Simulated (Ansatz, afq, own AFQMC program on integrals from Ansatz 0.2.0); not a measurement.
## WSiH$_{2}$⁺, sextet: AFQMC among the cluster methods

```xyz
4

W     0.0000    0.0000    0.3511
Si    0.0000    0.0000   -2.0874
H     0.0000   -1.2203   -2.9324
H     0.0000    1.2203   -2.9324
```

Connectivity, by distances: W–SiH2.

Basis def2-SVP with its core potentials. Only valence electrons are correlated. AFQMC by an in-house program on the Cholesky factors that Ansatz 0.2.0 writes for its CCSD(T) run. The CISD trial takes its coefficients from CCSD amplitudes. Released means that phaseless walkers are propagated on without the constraint, phases kept. ± is one standard error of the sampling. No spin–orbit coupling. The metal's outer-core s and p shells are frozen, which shifts wave-function levels against functionals.

Determinant: UHF, the one that the program's search chose, which needn't be the lowest solution. The geometry is a point of a scan.

No full CI on the walks' own integrals is used here; CCSDT(Q) serves as the reference and is uncertain by about the last step of the cluster series.

Cautions: no spin-orbit coupling; outer-core shells of the metal frozen; lower spins were not checked; higher spins were not checked.

The T1 diagnostic is 0.0321. The weight of the determinant in the CISD state is 0.873, the ⟨S²⟩ of the determinant is 8.777 and the size of the correlated space is 11 electrons in 51 orbitals.

```csv
level,correlation energy (eV)
MP2,-4.0241
CCSD,-4.8817
CCSD(T),-5.0249
```

Q: Estimate where phaseless AFQMC with a CISD trial lies against CCSD(T) on the same integrals.

A: 1.8 ± 0.4 kJ/mol below CCSD(T).

Reference: CCSDT(Q), correlation energy -5.067 eV. The released energy is read at 4.20 1/Eh (meV from the phaseless value at times in 1/Eh: -10 ± 3 at 0.60, -17 ± 3 at 1.20, -21 ± 3 at 2.00, -27 ± 4 at 3.00, -24 ± 5 at 4.20).

| level | E − E(reference) (kJ/mol) | share of correlation (%) |
| --- | --- | --- |
| CCSD(T) | 4.0 | 99.18 |
| CCSDT | 0.8 | 99.84 |
| ph-AFQMC/HF | 6.5 ± 2.2 | 98.68 |
| ph-AFQMC/CISD | 2.2 ± 0.4 | 99.55 |
| released AFQMC | -0.1 ± 0.4 | 100.01 |

A walk keeps the symmetry of its determinant, which the program's search chose and which needn't be the lowest solution, so a lower state of the same spin and another symmetry isn't excluded. Released energies are given only where the last usable release times agree within the noise; a slower fall can still hide under it.
